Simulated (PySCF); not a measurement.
Molecule: `InChI=1S/CH2O/c1-2/h1H2`.

Bonds (- single, = double, # triple, : aromatic): C1=O2. C1 carries H3, H4.

Frames of a GFN2-xTB Langevin trajectory at 200 K; GIAO PBE0/pcSseg-1 shieldings in PySCF 2.14, gas phase, non-relativistic; equivalent atoms averaged within each frame.

Chemical shifts δ = σref − σ; $^{13}$C (186.93 ppm) and $^{1}$H (31.72 ppm) against TMS; H2O for $^{17}$O (336.08 ppm), all at this level. The references are static minima.

Q: How do the shifts (ppm) fluctuate along the trajectory?

A: 
```csv
time (fs),C1,O2,H3/H4
optimised geometry,198.8,797.2,10.06
250,198.4,802.4,9.92
425,194.9,779.5,10.14
625,196.8,781.7,10.38
800,206.9,850.9,10.30
1000,204.8,838.4,10.34
mean of frames,200.4,810.6,10.22
standard deviation,5.2,32.7,0.19
```

5 frames give an uncertainty of the mean of about the standard deviation over 2.2 at best, since frames this close in time may not be independent; classical motion lacks zero-point vibration, and the reference would need the same averaging.
